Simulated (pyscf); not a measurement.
Four-centre exchange: `[AlH2][PH2]` + `[SiH4]` → `[SiH3][PH2]` + `[AlH3]`

Gas phase, singlet surface, charge 0. Bonds broken: P1–Al2, Si7–H8. Bonds formed: P1–Si7, Al2–H8. Structures and frequencies: ωB97X-D3(BJ)/def2-SVP in PySCF. MP2 and CC: frozen core, UHF for open shells. ΔMP2 is the change of the MP2 total energy from the triple- to the quadruple-zeta basis.

Transition state (Å):

```xyz
11

P     -1.3296    -1.0929    -0.6435
Al    -2.2704     0.6441     0.6621
H     -1.1205    -2.4046    -0.1658
H     -1.9647    -1.3208    -1.8840
H     -1.8188     0.5051     2.1749
H     -3.6319     1.2768     0.1531
Si     0.4398     0.6790    -0.6616
H     -0.9864     1.4662    -0.1682
H      0.9765     0.2348     0.6527
H      1.1226     0.0030    -1.8143
H      0.8779     2.1016    -0.9019
```

One imaginary mode, 432i cm⁻¹; descent along it reached the two sides named, in the forms told below.

```csv
bond,change,reactant side (Å),saddle,product side
P1–Al2,breaks,2.337,2.368,2.510
Si7–H8,breaks,1.513,1.702,4.0
P1–Si7,forms,3.5,2.504,2.259
Al2–H8,forms,1.997,1.736,1.602
```

Electronic energies relative to the separated reactants (kcal/mol):

```tsv
level	barrier	reaction energy	reverse barrier
ωB97X-D3(BJ)/def2-TZVP	11.7	+7.6	4.1
PBE/def2-TZVP	14.2	+8.4	5.8
r²SCAN/def2-TZVP	14.2	+8.5	5.6
B3LYP-D3(BJ)/def2-TZVP	16.8	+7.8	9.0
PBE0-D3(BJ)/def2-TZVP	12.5	+8.0	4.5
M06-2X/def2-TZVP	16.7	+9.0	7.7
ωB97M-D3(BJ)/def2-TZVP	17.8	+7.6	10.2
HF/def2-TZVP	31.1	+8.0	23.1
MP2/def2-QZVPP	17.8	+8.2	9.6
CCSD/def2-TZVPP	20.9	+8.4	12.6
CCSD(T)/def2-TZVPP	19.1	+8.5	10.6
CCSD(T)/def2-TZVPP + ΔMP2(QZVPP)	18.3	+8.3	9.9
```

With CCSD(T)/def2-TZVPP + ΔMP2(QZVPP) energies and thermal terms (ideal gas, 1 atm, RRHO with modes under 100 cm⁻¹ raised to 100, one conformer, R ln 2 for chiral ones without a mode under 150 cm⁻¹), in kcal/mol:

```tsv
T (K)	ΔH‡	ΔG‡	ΔH	ΔG
298	19.1	29.7	+7.9	+7.7
600	19.3	40.4	+7.9	+7.6
900	19.8	50.8	+7.9	+7.5
1200	20.4	61.0	+8.0	+7.4
```

On the reactant side the descent ends in a complex (not fully relaxed), 7.8 kcal/mol under the separated species and 19.5 kcal/mol under the saddle at ωB97X-D3(BJ)/def2-TZVP. On the product side the descent ends in an adduct with a Al–P contact, 20.9 kcal/mol under the separated species and 25.0 kcal/mol under the saddle at ωB97X-D3(BJ)/def2-TZVP. What is counted as broken (Al–P) persists as a longer contact in the product adduct; parting that adduct is a step of its own. The same reactants have a lower exit, to H₂Al–PH₂ + SiH₄ (barrier +8.4 kcal/mol at ωB97M-D3(BJ)/def2-TZVP, against +17.8 kcal/mol here). This is the saddle that the search found; another between the same sides may lie lower. The CCSD(T) − MP2 part came from Ansatz, without density fitting, on the same reference.
